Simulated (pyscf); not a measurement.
Optimised with ωB97X-D3(BJ)/def2-SVP in PySCF.

### Question
Estimate the classical barrier height and the reaction energy of H₂C=C=NH (SMILES C=C=N) + H₂ (SMILES [H][H]) -> H₃C–CH=NH (SMILES CC=N) at ωB97M-D3(BJ)/def2-TZVP. The step runs on the singlet surface, breaks C–H, H–H and forms C–H, C–H, C–H; take the separated reactants as zero.

### Answer
ΔE‡ = 3.08 eV, ΔE = -1.77 eV. Zero-point energy shifts the barrier by +0.02 eV. It is a multi-bond step, with an imaginary mode of 593i cm⁻¹. The same reactants have a lower exit, to H₃C–C≡N + H₂ (barrier +1.53 eV at ωB97M-D3(BJ)/def2-TZVP, against +3.08 eV here). H₂C=C=NH lies 1.13 eV over its isomer H₃C–C≡N (electronic energy, ωB97M-D3(BJ)/def2-TZVP). One saddle was located; it need not be the lowest between these sides.
